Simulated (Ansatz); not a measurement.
Results of rVV10 in Ansatz (PAW) for bcc Nb.

Run with plane-wave cutoff 520 eV, 24×24×24 k mesh, Fermi–Dirac smearing 0.05 eV, no spin polarisation, scalar-relativistic PAW data made under PBE.

Results at a series of volumes:

```json
[
 {"V (Å³/atom)": "17.415", "E − E_lowest (meV/atom)": "38.84", "P (GPa)": "11.74"},
 {"V (Å³/atom)": "17.786", "E − E_lowest (meV/atom)": "16.73", "P (GPa)": "7.45"},
 {"V (Å³/atom)": "18.157", "E − E_lowest (meV/atom)": "4.07", "P (GPa)": "3.56"},
 {"V (Å³/atom)": "18.527", "E − E_lowest (meV/atom)": "0.00", "P (GPa)": "0.02"},
 {"V (Å³/atom)": "18.898", "E − E_lowest (meV/atom)": "3.74", "P (GPa)": "-3.20"},
 {"V (Å³/atom)": "19.268", "E − E_lowest (meV/atom)": "14.60", "P (GPa)": "-6.14"},
 {"V (Å³/atom)": "19.639", "E − E_lowest (meV/atom)": "31.93", "P (GPa)": "-8.81"}
]
```

### Question
Fit the third-order Birch–Murnaghan equation and give B0 and B′.

### Answer
V0 = 18.529 Å³/atom, B0 = 169 GPa, B′ = 3.7 (fit to the energies at full precision).

Measured, for comparison: bulk modulus 173 GPa (0 K value with the zero-point phonon effect removed; as tabulated in Mejia-Rodriguez and Trickey (2018), arXiv:1807.09216); equilibrium volume per atom 17.87 Å³/atom (static lattice: zero-point anharmonic expansion removed; as tabulated in Mejia-Rodriguez and Trickey (2018), arXiv:1807.09216). Computed (rounded) less measured: bulk modulus -2 %, equilibrium volume per atom +3.7 %.

Ansatz is a quantum-chemistry and plane-wave program.
